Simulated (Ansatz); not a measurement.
Stepwise reaction of `[F][Mg][F]` with water, as a gas-phase model of exchange steps in deposition or etching. ΔE in kJ/mol.

Isolated molecules relaxed with PBE0-D4/def2-TZVP in Ansatz; ΔE leaves out vibrations. CBS: MP2 limit from def2 TZ/QZ plus the TZ coupled-cluster correction, frozen cores. This one scheme is used for every species. DFT in def2-TZVPP. B3LYP here is the variant with VWN-RPA as its local correlation; programs differ in this. For Mg outer-core shells are correlated without core-valence functions, which leaves a few kJ/mol of doubt a bond. One conformer a species, not always the lowest.

```tsv
step	reaction	PBE-D4	B3LYP-D4	ωB97M-V	CCSD(T)/CBS
1	`[F][Mg][F]` + H₂O → `[OH][Mg][F]` + H–F	61.5	60.2	59.0	57.2
2	`[OH][Mg][F]` + H₂O → `[OH][Mg][OH]` + H–F	63.5	63.3	62.3	59.6
```

**Question.** By hand: ΔE of the 2 steps together at CCSD(T)/CBS.

**Answer.** (57.2) + (59.6) = 116.8 kJ/mol, or 58.4 kJ/mol a step.

In ΔE the steps differ by no more than 2.4 kJ/mol. All are uphill at CCSD(T)/CBS. PBE-D4 differs from CCSD(T)/CBS by 3.9 to 4.3 kJ/mol a step. Isolated molecules leave out the surface, adducts and barriers. Largest T1 diagnostic: 0.012.
